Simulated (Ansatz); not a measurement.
The first iterations of a band of C₄H₉NS (15 atoms, charge 0, multiplicity 1).

Theory: Ansatz, RKS PBE-D4/cc-pVDZ.

| Item | Value |
| --- | --- |
| movable images | 5 |
| climbing image | yes |
| spring | 5.0 eV/Å² |
| optimiser | quadratic models (default) |
| start path | through a guess of the saddle point |
| force threshold | 0.03 eV/Å |
| iteration limit | 60 |
| end points | relaxed |

Image 0:

```xyz
15
Properties=species:S:1:pos:R:3
C -0.714 -1.309 1.324
C 0.041 -0.579 0.248
N 1.162 -1.282 -0.229
C -0.260 0.678 -0.205
C 0.564 1.397 -1.242
S -1.772 1.481 0.315
H -1.410 -0.632 1.850
H -1.304 -2.153 0.904
H 0.002 -1.741 2.056
H 1.069 -2.298 -0.141
H 1.446 -1.038 -1.181
H 0.125 1.327 -2.262
H 0.634 2.480 -1.007
H 1.606 1.015 -1.282
H -1.211 2.603 0.881
```

Image 6:

```xyz
15
Properties=species:S:1:pos:R:3
C -0.765 -1.334 1.288
C -0.021 -0.617 0.195
N 0.907 -1.431 -0.468
C -0.259 0.675 -0.197
C 0.540 1.378 -1.264
S -1.724 1.529 0.388
H -1.403 -0.638 1.860
H -1.404 -2.142 0.872
H -0.046 -1.818 1.985
H 1.402 -2.080 0.152
H 1.563 -0.932 -1.074
H 0.081 1.287 -2.273
H 0.618 2.464 -1.049
H 1.581 0.991 -1.331
H -1.093 2.617 0.945
```

| iteration | highest image above the first end (eV) | largest band force component (eV/Å) |
| --- | --- | --- |
| 1 | 0.917 | 7.056 |
| 2 | 0.246 | 2.483 |
| 3 | 0.138 | 0.747 |
| 4 | 0.110 | 0.404 |
| 5 | 0.085 | 0.470 |

Does the band converge within its limit, and where does its top end?

The run converged. It ended after 15 iterations with the highest image 0.049 eV above the first end. A vibrational analysis at the climbing image gives one clearly imaginary mode, 450i cm⁻¹: a first-order saddle point.

Run time: 2.9 min on 2 threads of Intel(R) Xeon(R) Platinum 8488C (Sapphire Rapids), on a shared host, peak memory 0.21 GiB.
